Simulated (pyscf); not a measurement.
H₃C–CH₂–SiH₃ (SMILES CC[SiH3]) + H• (SMILES [H]) -> CH₄ (SMILES C) + •H₂C–SiH₃ (SMILES [CH2][SiH3]), a substitution at C (doublet surface; C–C broken, C–H formed). Single points on ωB97X-D3(BJ)/def2-SVP structures (PySCF, gas phase). Energies in eV from the separated reactants.

Small-basis levels: PySCF, no dispersion term, spherical d functions. AM1 to PM7: differences of heats of formation from MOPAC, which are fitted to 298 K values and so differ in kind from electronic energies by zero-point and thermal terms. GFN2-xTB: tblite. Open shells are spin-unrestricted. 

| level | barrier | reaction energy |
|---|---|---|
| HF/3-21G | 2.08 | -0.98 |
| HF/6-31G* | 2.21 | -1.02 |
| BP86/6-31G* | 1.10 | -0.95 |
| B3LYP/6-311+G** | 1.27 | -1.08 |
| PBE/def2-SVP | 1.23 | -0.66 |
| GFN2-xTB | 1.86 | +0.04 |
| PM7 | 1.34 | -1.13 |
| ωB97M-D3(BJ)/def2-TZVP | 1.49 | -0.83 |

Against the last row the barrier runs from -0.39 (BP86/6-31G*) to +0.72 eV (HF/6-31G*). ωB97M-D3(BJ)/def2-TZVP has limits of its own. The same reactants have a lower exit, to H₃C–CH₂–SiH₂• + H₂ (barrier +0.20 eV at ωB97M-D3(BJ)/def2-TZVP, against +1.49 eV here). H₃C–CH₂–SiH₃ lies 0.56 eV over its isomer H₃C–SiH₂–CH₃ (electronic energy, ωB97M-D3(BJ)/def2-TZVP). •H₂C–SiH₃ lies 0.46 eV over its isomer H₃C–SiH₂• (electronic energy, ωB97M-D3(BJ)/def2-TZVP). This is the saddle that the search found; another between the same sides may lie lower. The angle at the attacked C is 178°.
